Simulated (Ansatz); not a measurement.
Worked example: HB–CH, quartet against HB–CH, doublet

Geometry (PBE0/def2-TZVP stationary point of a doublet), kept for both states (HB–CH, doublet: Π; HB–CH, quartet: Π):

```json
{"atom": "B", "x (Å)": "0.0000", "y (Å)": "0.0000", "z (Å)": "0.6493"}
{"atom": "C", "x (Å)": "0.0000", "y (Å)": "0.0000", "z (Å)": "-0.7007"}
{"atom": "H", "x (Å)": "0.0000", "y (Å)": "0.0000", "z (Å)": "1.8218"}
{"atom": "H", "x (Å)": "0.0000", "y (Å)": "0.0000", "z (Å)": "-1.7703"}
```

Basis cc-pVDZ; Ansatz 0.2.0. Only valence electrons are correlated (noble-gas cores frozen). R marks a restricted (for open shells ROHF) determinant, U an unrestricted one.

Full CI isn't at hand for all of this; UCCSDT(Q) serves as the reference, and is uncertain by about the last step of the cluster series.

| level | E(HB–CH, doublet) (hartree) | E(HB–CH, quartet) (hartree) |
| --- | --- | --- |
| UHF | -63.602510 | -63.473236 |
| UMP2 | -63.782550 | -63.614018 |
| UCCSD(T) | -63.818134 | -63.649086 |
| PBE | -63.916613 | -63.751180 |
| B3LYP | -64.026507 | -63.859039 |
| UCCSDT(Q) | -63.819630 | -63.650004 |

Q: Give the vertical gap, HB–CH quartet less HB–CH doublet, at each level in eV (1 hartree = 27.2114 eV), and each error against UCCSDT(Q).

A: UCCSDT(Q): (-63.650004 − (-63.819630)) × 27.2114 = 4.616 eV (the reference)
B3LYP: (-63.859039 − (-64.026507)) × 27.2114 = 4.557 eV, error -0.059 eV
PBE: (-63.751180 − (-63.916613)) × 27.2114 = 4.502 eV, error -0.114 eV
UCCSD(T): (-63.649086 − (-63.818134)) × 27.2114 = 4.600 eV, error -0.016 eV
UMP2: (-63.614018 − (-63.782550)) × 27.2114 = 4.586 eV, error -0.030 eV
UHF: (-63.473236 − (-63.602510)) × 27.2114 = 3.518 eV, error -1.098 eV

Total energies of functionals can't be set beside those of wave-function methods, since they hold the core's correlation and their own absolute errors; only the differences compare.

In so small a basis the reference is far from its limit while semilocal and hybrid functionals are nearer theirs, so the functionals' errors here hold much of the reference's basis and frozen-core error, which can add to them or hide them.

Each level lands on the state that its own search finds. T1 diagnostics of restricted CCSD: 0.017 and 0.021.
